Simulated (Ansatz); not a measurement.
Predict a relaxed structure of B(NH2Me)H3 (CH₈BN), charge 0, singlet, at PBE-D4/def2-TZVP (Ansatz).


```xyz
11

B     0.281   -1.168    0.637
N     0.378    0.417    0.241
C    -0.570    0.840   -0.818
H     1.338    0.618   -0.056
H     0.218    0.972    1.087
H    -0.472    1.909   -1.052
H    -0.371    0.237   -1.712
H    -1.586    0.619   -0.473
H     0.527   -1.774   -0.392
H    -0.862   -1.333    1.030
H     1.118   -1.337    1.507
```
Point group Cs (tolerance 0.1 Å). This is one stationary point.
